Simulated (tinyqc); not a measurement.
Worked calculation (part 2 of 2): UHF in the sto-3g basis, for LiH, spin multiplicity 3. Computed by tinyqc, a small Python program that keeps every step (integrals from PySCF). Command: `OMP_NUM_THREADS=1 python tinyqc.py 22084 22085 out.jsonl` (the two numbers bound the seeds that draw the settings). One thread of a shared host (Intel(R) Xeon(R) Processor @ 2.60GHz), about 0.1 s of CPU time with the checks.

Geometry (angstrom):
```
atom,x,y,z
Li,0.000000,0.000000,0.000000
H,0.000000,0.000000,2.217000
```

## Iteration 16 (converged): orbitals

converged F(alpha) (hartree), lower triangle:
```
,1Li 1s,1Li 2s,1Li 2px,1Li 2py,1Li 2pz,2H 1s
1Li 1s,-2.355753
1Li 2s,-0.632161,-0.347398
1Li 2px,0.000000,0.000000,0.135794
1Li 2py,0.000000,0.000000,0.000000,0.135794
1Li 2pz,-0.009162,0.004326,0.000000,0.000000,0.002182
2H 1s,-0.048046,-0.200815,0.000000,0.000000,-0.277337,-0.521638
```

converged F(beta) (hartree), lower triangle:
```
,1Li 1s,1Li 2s,1Li 2px,1Li 2py,1Li 2pz,2H 1s
1Li 1s,-2.324983
1Li 2s,-0.639026,-0.077957
1Li 2px,0.000000,0.000000,0.195434
1Li 2py,0.000000,0.000000,0.000000,0.195434
1Li 2pz,-0.008554,-0.045213,0.000000,0.000000,0.187456
2H 1s,-0.047950,-0.052076,0.000000,0.000000,-0.043756,0.209262
```

X, lower triangle:
```
,1Li 1s,1Li 2s,1Li 2px,1Li 2py,1Li 2pz,2H 1s
1Li 1s,1.023416
1Li 2s,-0.129321,1.052404
1Li 2px,0.000000,0.000000,1.000000
1Li 2py,0.000000,0.000000,0.000000,1.000000
1Li 2pz,-0.005851,0.041833,0.000000,0.000000,1.059075
2H 1s,0.017981,-0.148197,0.000000,0.000000,-0.210235,1.087531
```

Diagonalise F' = X^T F X, C = X C', fill 3 alpha and 1 beta electrons from the bottom; D(s) = C_occ C_occ^T. Each column has its largest component positive (the first on a tie).

F' = X^T F X (alpha) (hartree), lower triangle:
```
,1,2,3,4,5,6
1,-2.306677
2,-0.332136,-0.198824
3,0.000000,0.000000,0.135794
4,0.000000,0.000000,0.000000,0.135794
5,-0.021014,0.070461,0.000000,0.000000,0.106424
6,0.017335,-0.130226,0.000000,0.000000,-0.227338,-0.431870
```

orbital energies (alpha) (hartree): MO1 -2.357821, MO2 -0.540772, MO3 -0.157762, MO4 0.135794, MO5 0.135794, MO6 0.225408

coefficients C (alpha):
```
,MO1,MO2,MO3,MO4,MO5,MO6
1Li 1s,0.991859,-0.059886,-0.259058,0.000000,0.000000,-0.099902
1Li 2s,0.032072,0.144061,0.979140,0.000000,0.000000,0.409261
1Li 2px,0.000000,0.000000,0.000000,-0.133409,0.991061,0.000000
1Li 2py,0.000000,0.000000,0.000000,0.991061,0.133409,0.000000
1Li 2pz,0.004687,0.129515,-0.323877,0.000000,0.000000,1.022707
2H 1s,-0.003602,0.902149,-0.205847,0.000000,0.000000,-0.626857
```

F' = X^T F X (beta) (hartree), lower triangle:
```
,1,2,3,4,5,6
1,-2.268703
2,-0.375752,0.064699
3,0.000000,0.000000,0.195434
4,0.000000,0.000000,0.000000,0.195434
5,-0.010539,-0.014521,0.000000,0.000000,0.235986
6,0.013545,-0.089333,0.000000,0.000000,-0.138405,0.288893
```

orbital energies (beta) (hartree): MO1 -2.327781, MO2 0.049773, MO3 0.181893, MO4 0.195434, MO5 0.195434, MO6 0.416991

coefficients C (beta):
```
,MO1,MO2,MO3,MO4,MO5,MO6
1Li 1s,0.990912,-0.202791,-0.186352,0.000000,0.000000,0.081882
1Li 2s,0.035719,0.706520,0.715056,0.000000,0.000000,-0.369105
1Li 2px,0.000000,0.000000,0.000000,0.989157,-0.146860,0.000000
1Li 2py,0.000000,0.000000,0.000000,0.146860,0.989157,0.000000
1Li 2pz,0.005876,0.388256,-0.624459,0.000000,0.000000,-0.791768
2H 1s,-0.005794,0.375023,-0.309912,0.000000,0.000000,1.006223
```

D(alpha) after iteration 16, lower triangle:
```
,1Li 1s,1Li 2s,1Li 2px,1Li 2py,1Li 2pz,2H 1s
1Li 1s,1.054482
1Li 2s,-0.230471,0.980497
1Li 2px,0.000000,0.000000,0.000000
1Li 2py,0.000000,0.000000,0.000000,0.000000
1Li 2pz,0.080796,-0.298312,0.000000,0.000000,0.121692
2H 1s,-0.004272,-0.071704,0.000000,0.000000,0.183494,0.856258
```

D(beta) after iteration 16, lower triangle:
```
,1Li 1s,1Li 2s,1Li 2px,1Li 2py,1Li 2pz,2H 1s
1Li 1s,0.981906
1Li 2s,0.035395,0.001276
1Li 2px,0.000000,0.000000,0.000000
1Li 2py,0.000000,0.000000,0.000000,0.000000
1Li 2pz,0.005822,0.000210,0.000000,0.000000,0.000035
2H 1s,-0.005741,-0.000207,0.000000,0.000000,-0.000034,0.000034
```

Within a degenerate level the vectors are fixed only up to a rotation; this is one choice.

## Convergence

Stop when the energy changes by less than 1e-08 hartree and every element of the error matrix X^T (F D S - S D F) X (for each spin) is below 3e-05.

Course of the cycle:
```
iteration,E (hartree),change,largest element of the error matrix
1,-7.67572873,-,1.78e-01
2,-7.73823245,-6.25e-02,1.18e-01
3,-7.76189397,-2.37e-02,7.36e-02
4,-7.77390592,-1.20e-02,3.07e-02
5,-7.77634766,-2.44e-03,1.13e-02
6,-7.77683510,-4.87e-04,5.29e-03
7,-7.77698983,-1.55e-04,3.00e-03
8,-7.77703398,-4.42e-05,1.70e-03
9,-7.77704768,-1.37e-05,9.45e-04
10,-7.77705196,-4.28e-06,5.27e-04
11,-7.77705329,-1.34e-06,2.95e-04
12,-7.77705372,-4.25e-07,1.66e-04
13,-7.77705385,-1.36e-07,9.36e-05
14,-7.77705390,-4.34e-08,5.28e-05
15,-7.77705391,-1.39e-08,2.98e-05
16,-7.77705392,-4.45e-09,1.69e-05
```

PySCF UHF in the same basis, after a stability check = -7.77705392 hartree

Converged in 16 iterations.

## Populations, bond orders and dipole

overlap S, lower triangle:
```
,1Li 1s,1Li 2s,1Li 2px,1Li 2py,1Li 2pz,2H 1s
1Li 1s,1.000000
1Li 2s,0.241137,1.000000
1Li 2px,0.000000,0.000000,1.000000
1Li 2py,0.000000,0.000000,0.000000,1.000000
1Li 2pz,0.000000,0.000000,0.000000,0.000000,1.000000
2H 1s,0.016652,0.251505,0.000000,0.000000,0.366310,1.000000
```

Mulliken: Z minus the diagonal of D S on the atom; Loewdin: the same with S^(1/2) D S^(1/2); Mayer order: 2 sum_s sum (D(s) S)_ij (D(s) S)_ji over the two atoms.

Charges (e):
```
atom,Mulliken,Loewdin,Mulliken spin
1Li,-0.094758,-0.133105,1.094505
2H,0.094758,0.133105,0.905495
```

Mayer bond orders:
```
pair,order
2-1,0.171099
```

dipole moment about the origin, x y z (debye): 0.000000  0.000000  3.293266

<S^2> of the determinant (pure state: 2) = 2.000004
